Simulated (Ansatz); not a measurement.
Relaxation of CH8BN (11 atoms, charge 0, multiplicity 1), to a largest force component of 0.03 eV/Å in at most 50 steps.

The calculation used Ansatz 0.2.0, RKS PBE0-D4/def2-mTZVP.

```xyz
11
Properties=species:S:1:pos:R:3
B -0.108 0.321 -1.306
N 1.317 0.482 -1.024
H -0.505 -0.745 -1.656
H -0.809 1.277 -1.190
H 0.174 -0.133 0.918
C -0.718 -0.489 1.419
H 1.723 1.369 -0.777
H 1.992 -0.252 -1.165
H -1.592 -0.355 0.778
H -0.863 0.074 2.344
H -0.611 -1.548 1.659
```

**Question.** Where does it end, and by what steps?

**Answer.** The run converged. After 6 steps the energy has fallen by 0.252 eV; H5 moved furthest, 0.54 Å.

| step | energy less start (eV) | largest force component (eV/Å) | accepted |
| --- | --- | --- | --- |
| 0 | 0.0000 | 2.566 | yes |
| 1 | -0.1912 | 1.108 | yes |
| 2 | -0.2375 | 0.390 | yes |
| 3 | -0.2466 | 0.232 | yes |
| 4 | -0.2509 | 0.090 | yes |
| 5 | -0.2517 | 0.068 | yes |
| 6 | -0.2519 | 0.026 | yes |

```xyz
11
Properties=species:S:1:pos:R:3
B 0.060 0.418 -1.592
N 1.419 0.585 -1.376
H -0.348 -0.659 -1.912
H -0.668 1.356 -1.453
H 0.091 -0.239 1.446
C -0.878 -0.601 1.785
H 1.836 1.463 -1.108
H 2.094 -0.158 -1.477
H -1.627 -0.390 1.022
H -1.153 -0.099 2.713
H -0.826 -1.676 1.954
```

Whether the end is a true minimum wasn't checked by a vibrational analysis.

Time of the run: 9.5 s on 2 threads of Arm Neoverse V2, with other jobs on the host, peak memory 0.14 GiB.
